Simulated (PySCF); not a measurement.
**NOF (nitrosyl fluoride): SVWN5/STO-6G**

What is the vertical ionisation energy of NOF (nitrosyl fluoride) at SVWN5/STO-6G? The job is set up through a Python script.

The results are computed with PySCF 2.14.0.

13 further runs of the same task are left out: 4 that didn't finish, 9 set aside as unsound or not needed.

## (1) Starting point

NOF: 3 atoms, total charge 0, spin state singlet. SMILES: `O=NF`. The shape is that of a PBE0-D4/def2-TZVP optimisation.

Bond lengths: O1–N2 1.127 Å, N2–F3 1.483 Å. Angles: O1–N2–F3 110.4°.

## (2) A single-point energy at SVWN5/STO-6G

Contents of run.py:

```python
from pyscf import gto, dft

system = gto.M(
    atom='''
O      0.868350     0.242970     0.504740
N      0.148930    -0.482540     0.029910
F     -1.017290     0.239580    -0.534650
''',
    charge=0,
    verbose=3,
    max_memory=1860,
    basis='sto-6g',
)

mf = dft.RKS(system)
mf.xc = 'svwn'
mf.conv_tol = 1e-10
mf.grids.level = 5
mf.kernel()
if not mf.converged:
    mf = mf.newton().run(mf.mo_coeff, mf.mo_occ)

e_final = mf.e_tot
print(f'total energy: {e_final:.8f} hartree')
```

Command:

```
$ OMP_NUM_THREADS=1 python run.py
```

Log:

```text
converged SCF energy = -227.035915940509
total energy: -227.03591594 hartree
```

It took 1.9 s on 1 thread of Arm Neoverse V1, shared host; peak memory 0.13 GiB.

## (3) The doublet cation

Contents of calc.py:

```python
from pyscf import gto, dft

mol = gto.M(
    atom='''
O        0.868350       0.242970       0.504740
N        0.148930      -0.482540       0.029910
F       -1.017290       0.239580      -0.534650
''',
    charge=1,
    max_memory=1860,
    verbose=3,
    spin=1,
    basis='sto-6g',
)

mf = dft.UKS(mol)
mf.xc = 'svwn'
mf.grids.level = 5
mf.conv_tol = 1e-10
mf.kernel()
if not mf.converged:
    mf = mf.newton().run(mf.mo_coeff, mf.mo_occ)

energy = mf.e_tot
print(f'total energy: {energy:.8f} hartree')
```

Command:

```
$ OMP_NUM_THREADS=1 python calc.py
```

Log:

```text
converged SCF energy = -226.666820067763  <S^2> = 0.75232517  2S+1 = 2.0023238
total energy: -226.66682007 hartree
```

Wall time 2.6 s (1 thread of Arm Neoverse V1, shared host); peak memory 0.13 GiB.

## (4) Results

At SVWN5/STO-6G:

| quantity | value |
| --- | --- |
| singlet NOF: total energy | -227.03592 Eh |
| singlet NOF: dipole moment | 0.36 D |
| singlet NOF: HOMO energy | -3.60 eV |
| singlet NOF: LUMO energy | -0.82 eV |
| singlet NOF: HOMO–LUMO gap | 2.77 eV |
| doublet cation: total energy | -226.66682 Eh |
| doublet cation: HOMO energy (highest over α and β) | -17.19 eV |
| doublet cation: LUMO energy (lowest over α and β) | -16.42 eV |
| doublet cation: ⟨S²⟩ | 0.752 |
| vertical ionisation energy (to the doublet cation) | 10.044 eV |

The vertical ionisation energy comes to 10.04 eV (969 kJ/mol). The negative HOMO energy of the first species, 3.60 eV, lies 6.45 eV below that difference. In a minimal basis such a difference can be off by several eV, whatever the method. Mulliken charges (singlet NOF) run from -0.05 on O1 to +0.07 on N2. Mulliken charges (doublet cation) run from +0.28 on O1 to +0.39 on N2; they depend strongly on the basis.
